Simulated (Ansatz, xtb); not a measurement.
## Relaxing a trial structure of AlH3NO

The starting geometry of this gas-phase doublet has its atoms placed at random.

```yaml
atoms:
  - { symbol: Al, position_ang: [-0.0551, -0.0419, 0.7158] }
  - { symbol: N, position_ang: [-0.6504, 0.4257, -1.7191] }
  - { symbol: O, position_ang: [0.0222, 1.6772, -0.4869] }
  - { symbol: H, position_ang: [0.2771, 1.7861, 0.8013] }
  - { symbol: H, position_ang: [-0.6682, -1.5945, -0.5078] }
  - { symbol: H, position_ang: [0.7629, -0.1352, -0.9733] }
```

Problem. Guess where an optimisation with r2SCAN-D4/def2-SVP ends from this start.

Solution. It ends as `[NH2][Al][OH]`. Distances that change by over a tenth: Al1–O3 (2.10 → 1.72 Å). Contacts that open: Al1–H4 (1.86 → 2.39 Å), Al1–H6 (1.88 → 2.50 Å). Contacts that close: Al1–N2 (2.55 → 1.78 Å), N2–H5 (2.36 → 1.01 Å), N2–H6 (1.69 → 1.02 Å), O3–H4 (1.32 → 0.96 Å).

The energy falls by 11.80 eV over 18 steps:

| step | E − E(last) (eV) |
| --- | --- |
| 1 | 11.797 |
| 3 | 6.940 |
| 5 | 5.324 |
| 7 | 4.220 |
| 9 | 1.251 |
| 10 | 0.557 |
| 12 | 0.079 |
| 14 | 0.008 |
| 16 | 0.000 |
| 18 | 0.000 |

Final geometry (Å):

```xyz
6

Al   -0.4731    0.3295    0.3904
N    -0.1766   -0.6479   -1.0639
O     0.2854    1.8701    0.4297
H     0.2018    2.4890    1.1602
H    -0.5497   -1.5746   -1.2402
H     0.4007   -0.3486   -1.8465
```

From the same start GFN2-xTB ends elsewhere, differing in Al1–H5 (1.58 against 2.51 Å here), N2–O3 (1.48 against 2.96 Å here), N2–H5 (2.95 against 1.01 Å here).

From so rough a start the end depends on the optimiser's path, so another program may land elsewhere. No frequencies were run, so the end isn't proven a minimum. Open shells are spin-unrestricted. Run with Ansatz 0.2.0, 64 s on 1 thread of Intel(R) Xeon(R) 6975P-C (Granite Rapids), with other jobs on the host.
